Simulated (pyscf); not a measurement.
`[SiH3][SiH]([SiH3])[SiH3]` + `[OH2]` -> `[OH][SiH2][SiH]([SiH3])[SiH3]` + `[H][H]` (four-centre exchange; singlet surface; H–Si, H–O broken, O–Si, H–H formed). Structures and frequencies: ωB97X-D3(BJ)/def2-SVP in PySCF. Rate constants from transition-state theory, ωB97M-D3(BJ)/def2-TZVP energies (ideal gas, 1 atm, RRHO with modes under 100 cm⁻¹ raised to 100, one conformer, R ln 2 for chiral ones without a mode under 150 cm⁻¹; no tunnelling), k in cm³ molecule⁻¹ s⁻¹.

```json
[
 {"T (K)": "298", "1000/T": "3.354", "log10 k": "-39.13"},
 {"T (K)": "600", "1000/T": "1.667", "log10 k": "?"},
 {"T (K)": "900", "1000/T": "1.111", "log10 k": "-21.95"},
 {"T (K)": "1200", "1000/T": "0.833", "log10 k": "-19.63"}
]
```

**Question.** Fit an Arrhenius line to the three values, give the activation energy, and predict k at 600 K.

**Answer.** Least squares gives log10 k = -13.29 − 7.71 × 1000/T, so Ea = 7.71 × ln 10 × 1.987 = 35.3 kcal/mol, against an electronic barrier of 34.8. At 600 K the line gives -26.14; the computed value is -26.34 (ΔG‡ = 55.9 kcal/mol), a factor 1.6 under the line, since the plot is curved. On the reactant side the descent ends in a complex (not fully relaxed), 4.0 kcal/mol under the separated species and 39.6 kcal/mol under the saddle at ωB97X-D3(BJ)/def2-TZVP. One saddle was located; it need not be the lowest between these sides.
